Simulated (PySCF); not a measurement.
# How well do the runs reproduce experiment for CFCl3?

**Experimental background.**

From NIST CCCBDB Release 22 (SRD 101), experimental dipoles, for the gas: dipole moment (microwave Stark effect, vibrational ground state) 0.46 ± 0.02 D.

The runs below try to reproduce these values; the comparison stands at the end.

Species: CFCl3.
SMILES with atom numbers: `[F:1][C:2]([Cl:3])([Cl:4])[Cl:5]`

Geometry (GFN2-xTB, Å), atoms numbered from 1 in this order:
```
atom  x, y, z in Å
F1     0.0603   -0.1410    1.3961
C2     0.0046   -0.0063    0.0667
Cl3   -0.4579    1.6606   -0.3126
Cl4    1.6028   -0.3706   -0.6039
Cl5   -1.2011   -1.1397   -0.5634
```

Runs made with PySCF (gas phase, on this GFN2-xTB geometry; no spin–orbit coupling):

```
        level                                      job  basis functions
PBE0/pcSseg-1  shieldings, charges and field gradients              106
```

**Comparison with experiment**

**Dipole moment.** Measured: 0.46 D (NIST CCCBDB Release 22 (SRD 101), experimental dipoles).

```csv
level,computed (D),computed − measured (D),% (from the printed values)
PBE0/pcSseg-1,0.41,-0.05,-11
```

The computed dipoles belong to one fixed geometry; measured ones are averaged over vibrations unless marked μe. Magnitudes are compared, not signs.

No measured geometry was used, and the causes of the misses weren't examined.
